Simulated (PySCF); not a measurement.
A run for PySCF: R-M06-2X/6-31G* on H2S (SMILES S).

```python
from pyscf import gto, scf, dft, mp
from pyscf.data.elements import chemcore

mol = gto.M(
    atom='''
    S     2.07983800   -0.08511200    0.00018100
    H     2.33915400    1.23101900   -0.00221400
    H     0.75384800    0.13412100   -0.00353700
    ''',
    basis='6-31g*',
    cart=True,
    charge=0, spin=0, verbose=3, max_memory=1800)
mf = dft.RKS(mol, xc='m062x')
mf.conv_tol = 1e-8
mf.max_cycle = 100
mf.kernel()
if not mf.converged:
    mf = mf.newton().run(mf.mo_coeff, mf.mo_occ)
```

The log:

```
converged SCF energy = -399.336520436713
```

Self-consistency was reached.

Cost: about 0.6 core-seconds (a rough figure).
